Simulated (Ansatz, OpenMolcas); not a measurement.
A ladder of methods for BCl (SMILES [B]Cl)

BCl: 2 atoms, total charge 0, spin state singlet. SMILES: `[B]Cl`. Geometry: relaxed at GFN2-xTB.

```xyz
2

B     0.0000    0.0000    0.0000
Cl    0.0000    0.0000    1.5785
```

Each level gives the energy change with the B1–Cl2 bond stretched from 1.579 to 2.147 Å (eV). The values are calculated.

```csv
level,kind,program,value (eV),less FCI/STO-3G
HF/STO-3G (restricted),Hartree–Fock,Ansatz,0.22,+0.22
BLYP/STO-3G (restricted),GGA,Ansatz,-0.24,-0.24
revPBE/STO-3G (restricted),GGA,Ansatz,-0.20,-0.20
B3LYP/STO-3G (restricted),global hybrid,OpenMolcas,-0.04,-0.04
BHLYP/STO-3G (restricted),global hybrid,Ansatz,0.16,+0.16
wB97X/STO-3G (restricted),range-separated hybrid,Ansatz,0.16,+0.16
CCSD/STO-3G (restricted),coupled cluster or CI,Ansatz,0.03,+0.03
CCSDTQ/STO-3G (restricted),coupled cluster or CI,Ansatz,0.00,0.00
FCI/STO-3G,exact in the basis,Ansatz,0.00,0.00
```

FCI/STO-3G is exact within its basis and frozen core, so for wave-function methods in that basis the difference is their error; functionals converge differently with the basis, so for them it is only a difference. The first shape isn't each level's own minimum. The values span -0.24 to 0.22 eV. All rows use very small basis sets, so even the best lies far from the true value.
